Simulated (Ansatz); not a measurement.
Cartesian coordinates (Å):
SMILES: C=CC
```xyz
9

C      1.1947    -0.6933     0.1038
C      0.3685     0.2594    -0.3042
C     -1.0658     0.3728     0.0821
H      0.8627    -1.4821     0.7722
H      2.2305    -0.7211    -0.2137
H      0.7476     1.0289    -0.9743
H     -1.2632     1.3259     0.5830
H     -1.7133     0.3438    -0.7999
H     -1.3638    -0.4351     0.7529
```
Charge 0, multiplicity 1.

The numbers are results of frozen-core CCSD(T)/cc-pVTZ // PBE0-D4/def2-TZVP (Ansatz, an electronic-structure program), not measurements.

* **HF energy**: -117.11641 Ha
* **MP2 correlation energy**: -0.50929 Ha

**Question.** Estimate the CCSD correlation energy, the (T) correction, the total energy and the T1 diagnostic.

**Answer.** 
The CCSD correlation energy is -0.54336 Ha, the (T) correction is -0.02243 Ha and the CCSD(T) total energy is -117.68219 Ha. The T1 diagnostic is 0.010.
